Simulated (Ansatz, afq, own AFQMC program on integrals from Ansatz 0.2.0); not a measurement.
Where AFQMC and coupled cluster stand for SiGeH₃, quartet

```yaml
atoms:
  - { symbol: Si, position_ang: [0.0000, 0.0181, 1.6516] }
  - { symbol: Ge, position_ang: [0.0000, -0.0284, -0.7002] }
  - { symbol: H, position_ang: [0.0000, 1.1857, 2.5806] }
  - { symbol: H, position_ang: [0.0000, -1.2094, 2.4992] }
  - { symbol: H, position_ang: [0.0000, 1.5656, -0.6371] }
```

Connectivity, by distances: SiH2–GeH.

Basis cc-pVDZ. Only valence electrons are correlated. Integrals, coupled cluster, full CI and functionals: Ansatz 0.2.0; the random walks run on the same integrals in our own AFQMC program. ph-AFQMC/CISD is guided by a CISD state made of CCSD amplitudes; releasing the constraint for a short imaginary time cuts its bias at the price of noise, slowly where states lie close. ± is one standard error of the sampling. No spin–orbit coupling.

Determinant: UHF, the one that the program's search chose, which needn't be the lowest solution. The geometry is a PBE0/def2-TZVP stationary point of this or a neighbouring charge and spin state.

No full CI on the walks' own integrals is used here; CCSDT(Q) serves as the reference and is uncertain by about the last step of the cluster series.

Cautions: no relativity below Rb; no spin-orbit coupling; inner d shell frozen; another spin lies lower (by 2.33 eV); the released energies are still falling, so no released level is given (meV from the phaseless value at times in 1/Eh: -1 ± 3 at 0.24, -3.4 ± 1.9 at 0.51, -6.8 ± 2.0 at 0.99, -7.9 ± 1.8 at 1.62, -10.1 ± 2.4 at 2.40), though the last usable value meets CCSDT(Q) within the noise.

The T1 diagnostic is 0.0175, the weight of the determinant in the CISD state is 0.877 and the ⟨S²⟩ of the determinant is 3.779. The size of the correlated space is 11 electrons in 41 orbitals.

Reference: CCSDT(Q), correlation energy -5.245 eV.

| level | E − E(reference) (meV) | share of correlation (%) |
| --- | --- | --- |
| HF | 5245.1 | 0.00 |
| MP2 | 1245.7 | 76.25 |
| CCSD | 180.9 | 96.55 |
| CCSD(T) | 41.2 | 99.21 |
| CCSDT | 6.3 | 99.88 |
| ph-AFQMC/CISD | 10.1 ± 3.0 | 99.81 |

A walk keeps the symmetry of its determinant, which the program's search chose and which needn't be the lowest solution, so a lower state of the same spin and another symmetry isn't excluded.
